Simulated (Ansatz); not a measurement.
# The cluster WS2: structure and electronic state

Aim: characterise the cluster WS2 as a singlet: its structure, frontier levels and distribution of charge.

Computed with Ansatz 0.2.0, Gaussian basis. Level: RKS PBE0-D4/def2-TZVP.

The runs, in order: relaxation at PBE-D4/def2-TZVP; a single point at PBE0-D4/def2-TZVP.

### 1 The starting structure

3 atoms, charge 0, spin multiplicity 1.

Atoms are counted from 1 here; the program's logs count them from 0.

Bond lengths: W1–S2 2.191 Å, W1–S3 2.190 Å. Angles: S2–W1–S3 100.0°.

As a file:

```
W     0.9314    0.1138    0.0147
S    -0.2725   -1.6876    0.3407
S    -0.6589    1.5739   -0.3554
```

W takes the def2 core potential. No spin-orbit coupling is included.

The start is a GFN2-xTB geometry.

### 2 Relaxation at PBE-D4/def2-TZVP

The input, in.yaml:

```yaml
crystal:
  periodic: [false, false, false]
  atoms:
    - {symbol: W, position_ang: [0.931410, 0.113760, 0.014730]}
    - {symbol: S, position_ang: [-0.272530, -1.687620, 0.340650]}
    - {symbol: S, position_ang: [-0.658890, 1.573860, -0.355380]}
basis:
  gaussian: {orbitals: def2-TZVP}
hamiltonian: {xc: pbe, dispersion: d4}
scf: {lower_state_search: "off"}
output: {orbitals: {seedname: orbitals}}
relax: {f_tol: 0.02, max_steps: 100}
```

The run is started by

```
> ansatz run in.yaml --threads 2 --pin off --events-out ev --progress --plain --max-ram 4352MiB
```

After this run come: Single point, PBE0-D4/def2-TZVP.

Q: Predict the results of all the runs planned. Wanted: point group; donor atoms of the metal; HOMO, LUMO at PBE0-D4/def2-TZVP; charge on the metal; dipole at PBE-D4/def2-TZVP.

**Answer**, as computed:

| quantity | value |
| --- | --- |
| point group | C2v |
| donor atoms of the metal | S 2.10, S 2.10 Å |
| HOMO, LUMO at PBE0-D4/def2-TZVP | -6.13, -3.67 eV |
| charge on the metal (Mulliken, PBE-D4/def2-TZVP) | +0.35 e |
| dipole at PBE-D4/def2-TZVP | 2.08 D |

The molecule keeps its bonding pattern by the stored test; the atoms moved 0.08 Å (rms). No usable vibrations, so a minimum isn't proven. The HOMO lies nearest to W1 93 % and the LUMO to W1 75 %, S2 12 %. Whether this spin is the lowest isn't tested here.
